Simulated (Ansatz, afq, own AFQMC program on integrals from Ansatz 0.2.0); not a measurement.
Where AFQMC and coupled cluster stand for C2H5GeO2, doublet

```xyz
10

C    -0.0888   -1.5982    1.2216
C    -0.3149   -0.5906    0.1334
O    -1.1391   -0.6976   -0.7476
O     0.4880    0.4637    0.2154
Ge    0.2396    1.6550   -1.1775
H    -0.7940   -2.4300    1.1156
H     0.9455   -1.9692    1.1724
H    -0.2118   -1.1160    2.2022
H     1.2168    2.7801   -0.7487
H     0.6926    0.9470   -2.4759
```

Basis def2-SVP. Noble-gas cores (and the filled d shells of Ga–Kr and In–Xe) are frozen. AFQMC by an in-house program on the Cholesky factors that Ansatz 0.2.0 writes for its CCSD(T) run. ph-AFQMC/CISD is guided by a CISD state made of CCSD amplitudes; releasing the constraint for a short imaginary time cuts its bias at the price of noise, slowly where states lie close. Uncertainties: one standard error, sampling alone. No spin–orbit coupling.

Determinant: UHF, the one that the program's search chose, which needn't be the lowest solution. The geometry is a PBE0/def2-SVP stationary point of this or a neighbouring charge and spin state.

No full CI on the walks' own integrals is used here. The released AFQMC energy serves as the reference, which it does only where one determinant dominates, the energy is flat over the last release times and near the phaseless one (40 meV or 2 meV an electron, half that with transition metals). On small molecules, where full CI could be run and the noise was under 10 meV, such values lay within 10 meV of it in 19 cases of 20, a flattering rate, since the rule was set on those same cases; what remains of the bias isn't in the error bar.

Cautions: no relativity below Rb; no spin-orbit coupling; inner d shell frozen; the released value is read at 0.60 1/Eh with a noise of 22 meV, more than in the cases checked (meV from the phaseless value at times in 1/Eh: -26 ± 14 at 0.20, -41 ± 18 at 0.40, -27 ± 22 at 0.60).

```
T1 diagnostic                               : 0.0171
weight of the determinant in the CISD state : 0.782
⟨S²⟩ of the determinant                     : 0.753
size of the correlated space                : 29 electrons in 95 orbitals
```

| level | correlation energy (eV) |
| --- | --- |
| MP2 | -19.3886 |
| CCSD | -20.4240 |
| CCSD(T) | -21.0643 |

(1) Estimate where phaseless AFQMC with a CISD trial lies against CCSD(T) on the same integrals.

(1) 7.5 ± 1.7 kJ/mol below CCSD(T).

Reference: AFQMC with the constraint released, correlation energy -21.169 ± 0.022 eV.

```json
{"level": "CCSD(T)", "E − E(reference) (kJ/mol)": "10.1 ± 2.1", "share of correlation (%)": "99.50"}
{"level": "ph-AFQMC/CISD", "E − E(reference) (kJ/mol)": "2.7 ± 2.7", "share of correlation (%)": "99.87"}
```

Released energies are given only where the last usable release times agree within the noise; a slower fall can still hide under it.
